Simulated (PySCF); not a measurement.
1,3-dichlorobutane, C4H8Cl2.
Cartesian coordinates in Å at the PBE0-D3(BJ)/def2-SVP level; atoms count from 1:
```
atom  x, y, z in Å
C1    -1.499   -1.268   -0.025
C2    -0.082   -0.741   -0.010
Cl3    0.809   -1.466    1.390
C4    -0.006    0.772    0.073
C5     1.391    1.345   -0.003
Cl6    2.167    0.996   -1.582
H7    -2.042   -0.960    0.881
H8    -1.508   -2.365   -0.077
H9    -2.035   -0.873   -0.903
H10    0.470   -1.083   -0.898
H11   -0.465    1.105    1.020
H12   -0.615    1.190   -0.746
H13    2.036    0.911    0.772
H14    1.378    2.437    0.108
```

The closed-shell ground state was solved at several levels (PySCF, density fitting, gas phase, non-relativistic).

```tsv
level	basis functions	total energy (Eh)	HOMO (eV)	LUMO (eV)	gap (eV)	dipole (D)
CAM-B3LYP/def2-SVPD	198	-1077.2035	-9.82	1.24	11.06	2.45
B3LYP/pcSseg-2	342	-1077.7986	-8.12	0.19	8.31	2.39
```

(1) What might PBE0/pcSseg-1 (156 basis functions) give for the same quantities?

(2) Over all these levels, which gives the widest orbital gap and which the narrowest?

(3) How far do the dipole and the HOMO energy spread over the levels?

Results:

(1) Total energy -1077.1000 Eh, HOMO -8.38 eV, LUMO 0.77 eV, gap 9.15 eV, dipole 2.49 D.

(2) CAM-B3LYP/def2-SVPD (range-separated hybrid) has the widest, 11.06 eV, and B3LYP/pcSseg-2 (global hybrid, 20 % exact exchange) the narrowest, 8.31 eV. Functional and basis both differ between the two, so the spread mixes both effects.

(3) The dipole runs from 2.39 to 2.49 D (mean 2.45 D) and the HOMO from -9.82 to -8.12 eV.

One conformer stands for the species.
